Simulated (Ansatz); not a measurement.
Diamond-structure Si, treated with HSE06 (Ansatz, an electronic-structure program, plane waves, PAW).

Run with plane-wave cutoff 520 eV, 8×8×8 k mesh, finite displacements, scalar-relativistic PAW data made under PBE.

Computed at the level's own relaxed cell.

```yaml
crystal:
  lattice:
    - [0.00000, 2.71979, 2.71979]
    - [2.71979, 0.00000, 2.71979]
    - [2.71979, 2.71979, 0.00000]
  atoms:
    - { symbol: Si, position: [0.50000, 0.50000, 0.50000] }
    - { symbol: Si, position: [0.75000, 0.75000, 0.75000] }
```

Harmonic phonon frequencies (cm⁻¹; i marks an imaginary mode):

```csv
q point,frequencies
Γ,0 0 0 528 528 528
X,___
L,___
```

### Question
Complete the blanks.

### Answer

- X, frequencies: 155 155 421 421 469 469
- L, frequencies: 117 117 387 419 501 501

Measured, for comparison: zone-centre TO phonon frequency 525 cm⁻¹ (low temperature, zero-point motion not removed; as tabulated in Tanner et al. (2021), arXiv:2110.11888). Computed (rounded) less measured: zone-centre TO phonon frequency +0.6 %.

No imaginary mode appears at these points.
